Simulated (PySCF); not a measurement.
Level of theory and adiabatic energies of losing or gaining an electron: methylammonium

Structure: `C[NH3+]` ([CH6N]+).

All levels share the PBE0-D3(BJ)/def2-SVP structures and the PBE0-D3(BJ)/def2-SVP thermal terms; only the single-point energies (PySCF) change. Values are adiabatic energies of losing or gaining an electron (0 K, eV).

| level | recombination energy to the radical | time |
| --- | --- | --- |
| HF/ma-def2-TZVP | 3.66 | 2.9 s |
| MP2/ma-def2-TZVP | 4.27 | 14 s |
| CCSD(T)/ma-def2-TZVP | 4.31 | 9.2 min |
| M06-2X/ma-def2-TZVP | 4.33 | – |

Times are wall times for all single points of a level on 1 thread of Arm Neoverse N1, a shared host; the dash marks the run that also made the structures.

Hartree-Fock leaves out electron correlation, so its ionisation energies and electron affinities from energy differences come out too low, often by 1 eV or more.

At CCSD(T)/ma-def2-TZVP, MP2/ma-def2-TZVP, HF/ma-def2-TZVP a relaxed species lies above the same state at the other structure, so the structures fit those levels poorly.

The spread: 0.67 eV, from 3.66 to 4.33.

Note: the relaxed radical lies 0.06 eV above the vertical state at M06-2X/ma-def2-TZVP, which can't hold for one state at its own minimum: the two belong to different states, or the structure misses this level's minimum, so vertical and adiabatic values aren't comparable; the value from this structure is no true adiabatic energy.
